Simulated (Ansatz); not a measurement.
Question: Name a neutral molecule of C, F, N and H with ideal-gas entropy at 298 K and 1 bar (rigid rotor, harmonic PBE0-D4/def2-TZVP) between 288 and 304 J/(mol·K) and HOMO–LUMO gap (PBE/def2-TZVPP) between 4.30 and 4.60 eV (Ansatz, PBE0-D4/def2-TZVP geometry).

Answer: `CC1(F)C=N1` (295 J/(mol·K), 4.32 eV); `N#C/C=C/F` (293 J/(mol·K), 4.58 eV); `C=CC(=N)F` (297 J/(mol·K), 4.54 eV); `N=CC(F)F` (302 J/(mol·K), 4.57 eV). Other molecules can fit too; these were computed, each in one conformer that needn't be the lowest.
